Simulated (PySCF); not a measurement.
CH2F2, SMILES FCF (connectivity only; charge and spin as stated), charge +1, multiplicity 2. Atoms are numbered in the order given.

```xyz
5

F     -1.0845     0.0000     0.2724
C      0.0000     0.0000    -0.4014
F      1.0845     0.0000     0.2724
H      0.0000     0.8131    -1.2476
H      0.0000    -0.8131    -1.2476
```
Charge +1, spin multiplicity 2.

Coordinates come from a ωB97X-D3(BJ)/def2-TZVP optimisation. The multiplicity is an assumed one; other spin states were not compared.

All values below come from M06-2X/def2-TZVPD (PySCF).

Mulliken values depend strongly on the basis, most of all with diffuse functions as here. ESP charges are fitted to the potential on shells at 1.4 to 2.0 van der Waals radii. Atomic charges (e):

```json
[
 {"atom": "F1", "ESP fit": "0.05", "meta-Löwdin": "(withheld)", "Mulliken": "-0.03", "Mulliken spin": "0.16"},
 {"atom": "C2", "ESP fit": "0.34", "meta-Löwdin": "(withheld)", "Mulliken": "0.37", "Mulliken spin": "0.17"},
 {"atom": "F3", "ESP fit": "0.05", "meta-Löwdin": "(withheld)", "Mulliken": "-0.03", "Mulliken spin": "0.16"},
 {"atom": "H4", "ESP fit": "0.28", "meta-Löwdin": "(withheld)", "Mulliken": "0.35", "Mulliken spin": "0.26"},
 {"atom": "H5", "ESP fit": "0.28", "meta-Löwdin": "(withheld)", "Mulliken": "0.35", "Mulliken spin": "0.26"}
]
```

Problem. What belongs in the gaps? (Estimate from the structure and the level; the computed values follow.)

Solution. 
- F1, meta-Löwdin: -0.06
- C2, meta-Löwdin: 0.50
- F3, meta-Löwdin: -0.06
- H4, meta-Löwdin: 0.31
- H5, meta-Löwdin: 0.31
